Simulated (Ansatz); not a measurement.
```yaml
crystal:
  periodic: [false, false, false]
  atoms:
    - {symbol: P, position_ang: [0.000000, 0.000000, 0.000000]}
    - {symbol: S, position_ang: [0.000000, 0.000000, 1.971600]}
basis:
  gaussian: {orbitals: def2-TZVP}
magnetization: {spin_polarized: true, initial_magnetization: 1}
hamiltonian: {xc: pbe0}
relax: {f_tol: 0.004, max_steps: 80}
```

```sh
$ ansatz run in.yaml --threads 1 --pin off --events-out ev --progress --plain --max-ram 2176MiB
```

Steps of the relaxation (energy above the last step; positions in Å, forces in eV/Å):

```
2
step 1, 98.0 meV
P     0.000    0.000    0.000    0.000    0.000    2.303
S     0.000    0.000    1.972    0.000    0.000   -2.303
```

```
2
step 2, 7.8 meV
P     0.000    0.000    0.050    0.000    0.000   -0.761
S     0.000    0.000    1.921    0.000    0.000    0.761
```

```
2
step 3, 0.0 meV
P     0.000    0.000    0.040    0.000    0.000    0.007
S     0.000    0.000    1.932    0.000    0.000   -0.007
```

```
2
step 4, 0.0 meV
P     0.000    0.000    0.040    0.000    0.000    0.000
S     0.000    0.000    1.932    0.000    0.000    0.000
```

Close pairs at the end: P1–S2 1.892 Å.

A stationary point of unrestricted PBE0 after 4 steps, with ⟨S²⟩ = 0.757 against 0.75 for a pure state. 4.5 s on 1 thread of AMD EPYC 9R45, shared host.
